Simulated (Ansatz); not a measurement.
# C₂H₄ClF: up Jacob's ladder to CCSD(T)

One table from this session's results is given with a row withheld; the runs are named, their logs left out.

Method: functionals in def2-TZVPP, the program's frozen cores in correlated methods; program: Ansatz 0.2.0, Gaussian basis.

The runs, in order: LDA (SPW92), PBE-D4, revPBE-D4, BLYP-D4, r2SCAN-D4, B97M-V, PBE0-D4, B3LYP-D4, r2SCANh-D4, r2SCAN0-D4, HSE06-D4, BHLYP-D4, CAM-B3LYP-D4, LC-ωPBE, ωB97X-V, ωB97M-V, B2PLYP, PBE-QIDH; CCSD(T)/def2-SVP; CCSD(T)/def2-TZVPP; MP2/def2-QZVPP; extrapolation to the limit; RPA on PBE.

## The geometry

An earlier PBE0-D4 in a triple-zeta def2 set relaxation fixed the geometry.

SMILES `CC(F)Cl`, 8 atoms, charge 0, spin multiplicity 1.

Atoms are counted from 1 here; the program's logs count them from 0.

Bond lengths: C1–C2 1.499 Å, C1–H5 1.090 Å, C1–H6 1.092 Å, C1–H7 1.090 Å, C2–F3 1.363 Å, C2–Cl4 1.783 Å, C2–H8 1.091 Å. Angles: C2–C1–H5 110.2°, C2–C1–H6 109.1°, C2–C1–H7 110.0°, H5–C1–H6 109.1°, H5–C1–H7 109.1°, H6–C1–H7 109.2°, C1–C2–F3 110.1°, C1–C2–Cl4 111.2°, C1–C2–H8 113.3°, F3–C2–Cl4 108.4°, F3–C2–H8 107.8°, Cl4–C2–H8 105.8°.

Set-up of the first run:

Input file in.yaml:

```yaml
crystal:
  periodic: [false, false, false]
  atoms:
    - {symbol: C, position_ang: [0.023828, 0.798019, -0.063257]}
    - {symbol: C, position_ang: [-0.053529, -0.682170, 0.160873]}
    - {symbol: F, position_ang: [1.025388, -1.104268, 0.878619]}
    - {symbol: Cl, position_ang: [-0.081423, -1.566713, -1.387138]}
    - {symbol: H, position_ang: [-0.846770, 1.140357, -0.622423]}
    - {symbol: H, position_ang: [0.049707, 1.305159, 0.903731]}
    - {symbol: H, position_ang: [0.926992, 1.044385, -0.622260]}
    - {symbol: H, position_ang: [-0.952094, -0.991968, 0.696156]}
basis:
  gaussian: {orbitals: def2-TZVPP}
hamiltonian: {xc: lda}
output: {orbitals: {seedname: orbitals}}
```

Steps of the session up to this table: LDA; PBE-D4 (GGA); revPBE-D4 (GGA); BLYP-D4 (GGA); r2SCAN-D4 (meta-GGA); B97M-V (meta-GGA); PBE0-D4 (hybrid); B3LYP-D4 (hybrid); r2SCANh-D4 (hybrid); r2SCAN0-D4 (hybrid); HSE06-D4 (hybrid); BHLYP-D4 (hybrid); CAM-B3LYP-D4 (range-separated); LC-ωPBE-D4 (range-separated; the results give it without D4); ωB97X-V (range-separated); ωB97M-V (range-separated); B2PLYP (double hybrid); PBE-QIDH (double hybrid).

One of the session's tables, all rows but one given; the rest of the session is left out.

It belongs to the step «Frontier levels by functional». 

| functional | HOMO (eV) | LUMO (eV) | gap (eV) |
| --- | --- | --- | --- |
| LDA (SPW92) | -7.37 | -0.59 | 6.79 |
| PBE-D4 | -7.24 | -0.36 | 6.88 |
| revPBE-D4 | -7.19 | -0.27 | 6.92 |
| BLYP-D4 | -7.12 | -0.29 | 6.83 |
| r2SCAN-D4 | -7.58 | -0.05 | 7.53 |
| B97M-V | -7.71 | -0.03 | 7.68 |
| PBE0-D4 | -8.71 | 0.76 | 9.47 |
| B3LYP-D4 | -8.46 | 0.44 | 8.90 |
| r2SCANh-D4 | -8.12 | 0.36 | 8.48 |
| r2SCAN0-D4 | -8.93 | 0.97 | 9.90 |
| HSE06-D4 | -8.30 | 0.37 | 8.67 |
| BHLYP-D4 | -10.06 | 1.73 | 11.80 |
| CAM-B3LYP-D4 | -10.15 | 1.82 | 11.97 |
| LC-ωPBE | ? | ? | ? |
| ωB97X-V | -11.20 | 2.99 | 14.18 |
| ωB97M-V | -11.04 | 2.67 | 13.70 |

Q: Estimate the row for LC-ωPBE from the others.

**Answer.** HOMO (eV): -11.58; LUMO (eV): 3.15; gap (eV): 14.73. In the column «HOMO (eV)» it is the lowest.
